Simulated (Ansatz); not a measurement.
System: antifluorite Mg2Ge. Method: LDA in Ansatz (plane waves, PAW).

Numerical settings: plane-wave cutoff 520 eV, 12×12×12 k mesh, perturbation theory, force constants from a 4×4×4 q mesh, scalar-relativistic PAW data made under PBE.

Computed at the level's own relaxed cell. Harmonic vibrational thermodynamics at fixed volume:

```csv
T (K),S_vib (J/K per mol of atoms),C_V (J/K per mol of atoms),F_vib (eV/atom)
0,0.00,0.00,0.0362
100,8.12,13.72,0.0334
300,29.42,23.05,-0.0078
400,36.17,23.85,-0.0419
700,49.76,24.58,-0.1774
800,53.05,24.66,-0.2307
900,55.95,24.72,-0.2872
```

The crystal is taken as a harmonic solid at every temperature: melting, phase changes and thermal expansion are not seen.

Note: the run warned that the k mesh is coarse for the response to a field.

Ansatz is a first-principles code.
